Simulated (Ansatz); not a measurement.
Geometry optimisation, RKS PBE0/STO-3G (Ansatz).

Input:

```yaml
crystal:
  periodic: [false, false, false]
  atoms:
    - { symbol: Si, position_ang: [0.0, 0.0, 0.0] }
    - { symbol: C, position_ang: [0.0, 0.0, 1.87] }
    - { symbol: H, position_ang: [-0.9996, -0.3092, 2.2405] }
    - { symbol: H, position_ang: [0.7676, -0.7111, 2.2405] }
    - { symbol: H, position_ang: [0.232, 1.0203, 2.2405] }
    - { symbol: H, position_ang: [1.3768, 0.0, -0.4862] }
    - { symbol: "N", position_ang: [-0.8572, 1.4851, -0.6061] }
    - { symbol: H, position_ang: [-1.8773, 1.43, -0.8888] }
    - { symbol: H, position_ang: [-0.3367, 2.4058, -0.6766] }
    - { symbol: H, position_ang: [-0.6877, -1.1914, -0.4862] }
basis:
  gaussian: { orbitals: STO-3G }
hamiltonian:
  xc: pbe0
relax:
  f_tol: 0.02
  max_steps: 40
```

Launched with:

```bash
$ ansatz run input.yaml --threads 1 --pin off --max-ram 2048MiB --backend cpu --events-out ev --progress --plain --runs-dir out
```

Where does it end, and by what steps?

It converged. Limits of this set-up: minimal basis. After 9 steps the energy has fallen by 0.434 eV; H8 moved furthest, 0.35 Å.

```
step  energy less start (eV)  largest force component (eV/Å)  accepted
   0                  0.0000                           1.977       yes
   1                 -0.2739                           1.078       yes
   2                 -0.3350                           0.534       yes
   3                 -0.3550                           0.765       yes
   4                 -0.3915                           1.522       yes
   5                 -0.4261                           0.217       yes
   6                 -0.4223                           0.401        no
   7                 -0.4302                           0.153       yes
   8                 -0.4341                           0.032       yes
   9                 -0.4343                           0.019       yes
```

```xyz
10
Properties=species:S:1:pos:R:3
Si 0.035 0.028 -0.064
C -0.032 0.048 1.810
H -1.061 -0.017 2.178
H 0.519 -0.801 2.224
H 0.411 0.960 2.220
H 1.416 0.108 -0.479
N -0.828 1.361 -0.856
H -1.828 1.367 -0.544
H -0.459 2.277 -0.505
H -0.555 -1.203 -0.537
```

Whether the end is a true minimum wasn't checked by a vibrational analysis.

Run time: 5.4 s on 1 thread of AMD EPYC 9R45 96-Core Processor (Zen 5), on a shared host, peak memory 0.13 GiB.
